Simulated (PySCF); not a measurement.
**Do core-level shifts follow atomic charges?**

Species: C3H3O3 (charge -1).
Z-matrix (Å and degrees, PBE0-D3(BJ)/def2-SVP geometry), rows numbered from 1:
```
O 
C   1  1.2437
O   2  1.2453  1  130.99
C   2  1.5477  1  115.28  3   177.47
C   4  1.4673  2  119.44  1   -34.06
O   5  1.4010  4   59.60  2   107.72
H   4  1.1011  2  115.52  1   174.98
H   5  1.1029  4  120.56  6   104.20
H   5  1.0985  4  116.54  6  -104.66
```

Binding energies: PySCF, delta-SCF UKS SCAN, pcX-2 on the ionised atom, pcseg-1 elsewhere, spin-free X2C. Charges: PBE0/pcSseg-1 ground-state density, for the ionised atom.

```
atom                 environment  C 1s (eV)  Mulliken (e)  IAO (e)  Hirshfeld (e)  ESP (e)
  C4  sp3 carbon bound to oxygen     287.20        -0.114   -0.014         -0.019   -0.059
  C5  sp3 carbon bound to oxygen     287.82        +0.023   -0.093         -0.052   -0.200
  C2          carboxylate carbon     288.00        +0.440   +0.493         +0.091   +0.766
```

Q: Give the correlation coefficient and slope of binding energy on charge for each scheme.

A: Mulliken: r = 0.83, slope 1.2 eV per e; IAO: r = 0.58, slope 0.8 eV per e; ESP: r = 0.57, slope 0.5 eV per e; Hirshfeld: r = 0.50, slope 2.8 eV per e. Mulliken charges have the highest r, on only 3 points.

Q: The point-charge model writes a binding energy as kq + V + constant, with V the potential of the other atoms' charges at the site. What does it give with the Mulliken charges?

A: V = Σ 14.40 eV Å × q/r over all other atoms: -5.16 eV at C4, -5.64 eV at C5, -15.46 eV at C2. Fitting binding energy − V to q gives k = 20.9 eV per e and leaves an rms residual of 0.74 eV, against 0.19 eV for the fit on q alone. The model has no term for differences in relaxation between sites.

The species carries charge -1, so core ionisation leaves a neutral species. The basis sets have no added diffuse functions. Geometry: PBE0-D3(BJ)/def2-SVP, one conformer, isolated ion. The geometry's basis has no diffuse functions, a weakness for an anion.
